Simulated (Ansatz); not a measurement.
**Which is lower?**

Two relaxed structures of Al$_{2}$H$_{3}$S, doublet (PBE0-D4/def2-TZVP; forces vanish, vibrations not checked).

A:

```xyz
6
angstrom
Al -0.9149 0.6485 -1.0961
Al -0.0108 -0.1469 1.1644
S 1.6909 -1.5382 1.1189
H -2.1244 0.0663 -1.9706
H -0.3640 0.5089 2.5697
H 1.9292 -1.4462 2.4385
```

B:

```xyz
6
angstrom
Al -0.9106 0.7489 -1.2382
Al 0.1088 -0.0654 0.9675
S 1.7658 -1.4806 1.2530
H -2.2482 0.0646 -1.7625
H -0.4599 2.1613 -1.8162
H 1.7440 -1.4287 2.5964
```

Program: Ansatz 0.2.0. Basis: def2-TZVPP. Cores are frozen in the correlated methods; orbitals are unrestricted. B3LYP uses VWN-RPA correlation.

**Question.** Which structure is lower at CCSD(T), and by how much? (Judge from chemistry; the value comes from the calculation.)

**Answer.** By the calculation: B, by 6.0 kJ/mol (electronic energy, against the other). By their contacts, A is Al₂H₃S ([AlH][AlH][SH]) and B is Al₂H₃S ([AlH2][Al][SH]).

All methods give the same order:

```
   method  E(B) − E(A) (kJ/mol)
   PBE-D4                 -11.0
r2SCAN-D4                  -9.1
  PBE0-D4                  -8.2
 B3LYP-D4                  -9.3
  wB97M-V                  -7.3
       HF                  -3.3
      MP2                  -4.4
     CCSD                  -5.1
  CCSD(T)                  -6.0
```

No T1 diagnostic of these runs exceeds 0.023. ⟨S²⟩ of the unrestricted Hartree–Fock references: 0.79 to 0.81 (a pure state has 0.75). The unrestricted reference is spin-contaminated, which hurts MP2 most.

Labels in which every atom is bracketed show which atoms are joined, not bond orders.

For scale, one of the runs: CCSD(T)/def2-TZVPP, 168 basis functions, launched by `ansatz run in.yaml --threads 2 --pin off --events-out ev --progress --plain --max-ram 4352MiB`. Time: 45 s of wall clock on 2 CPU threads of an Arm Neoverse V2; the host was shared. Peak host memory: 2.7 GiB.
